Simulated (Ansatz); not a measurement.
Results of G0W0@PBE0 in Ansatz (hard PAW, contour deformation) for rock-salt RbCl.

The cell has the measured lattice parameters. Conventional cell: a = 6.5898 Å, b = 6.5898 Å, c = 6.5898 Å, α = 90.00°, β = 90.00°, γ = 90.00°.

The quasiparticle gap at Γ at a fixed k mesh 4×4×4:

| response cutoff | value (eV) |
|---|---|
| 150 eV, 548 empty bands | 8.521 |
| 200 eV, 844 empty bands | 8.589 |
| 250 eV, 1180 empty bands | 8.626 |
| 300 eV, 1551 empty bands | 8.650 |

Task: Taking the value to converge with the response cutoff E as E^(−3/2), extrapolate from the last two rows.

Result: With y = y∞ + c/w and weights w = 3953 and 5196 for the last two rows, y∞ = (w2 y2 − w1 y1)/(w2 − w1) = (5196 × 8.650 − 3953 × 8.626)/1243 = 8.726 eV, which lies 0.076 beyond the last row. Successive pairs of rows give 8.715, 8.719, 8.726. The limit also hangs on the law assumed, so its last digits aren't firm.

The other settings are not extrapolated, so this is the limit in one setting alone.

Spin–orbit coupling is not included.

Note: GW on a hybrid start was not checked against another program.

Ansatz is a first-principles code.
